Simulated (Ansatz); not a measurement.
Reaction (SMILES): CN (CH5N) + [H][H] (H2) -> C (CH4) + N (NH3)

Property: energy of full hydrogenation (enthalpy at 298 K), in kcal/mol. Conventions: dispersion terms only where a functional's name holds one; frozen cores in correlated levels; 6-31G* and kin with 6d, 5d where marked; 6-311+G** with 5d; no spin-orbit coupling; non-relativistic; LANL2DZ all-electron up to Ne. CBS(X,Y): correlation extrapolated as X^-3; Hartree-Fock from the larger set. The bracket is a focal-point correction in the basis named. First-principles rows: single points at B3LYP-D3(BJ) geometries (Ansatz, a program for electronic structure), with unscaled harmonic terms from B3LYP/6-31G* at its own minima.

Measured values: Active Thermochemical Tables 1.112 (ions: stationary electron), as tabulated in the package chemicals; they hold spin-orbit and core effects, anharmonicity. 

Value to compare with, the measured value: -23.7 kcal/mol.

```csv
level,program,energy of full hydrogenation (enthalpy at 298 K) (kcal/mol),error
B3LYP/STO-3G,Ansatz,-13.4,10.3
B3LYP/3-21G,Ansatz,-19.4,4.3
B3LYP/LANL2DZ,Ansatz,-24.2,-0.5
B3LYP/6-31G,Ansatz,-22.2,1.5
B3LYP/6-31G*,Ansatz,-20.4,3.3
B3LYP/6-31+G*,Ansatz,-22.3,1.4
B3LYP/6-31G**,Ansatz,-21.6,2.1
B3LYP/def2-SVP,Ansatz,-21.0,2.7
B3LYP/cc-pVDZ,Ansatz,-21.2,2.5
B3LYP/6-311+G**,Ansatz,-23.8,-0.1
B3LYP/def2-TZVPD,Ansatz,-23.6,0.1
"RI-MP2/CBS(aug-cc-pVTZ,aug-cc-pVQZ)+[CCSD(T)-MP2]/aug-cc-pVTZ",Ansatz,-23.3,0.4
```

Among the 10 habitual levels, B3LYP/STO-3G lies farthest from the measured value (10.3 kcal/mol); 8 of 10 lie above it, and their mean absolute error is 2.9 kcal/mol, the median 2.3. One case shows no general order.

The sets are all those run for this method; runs whose electronic state is in doubt are left out.
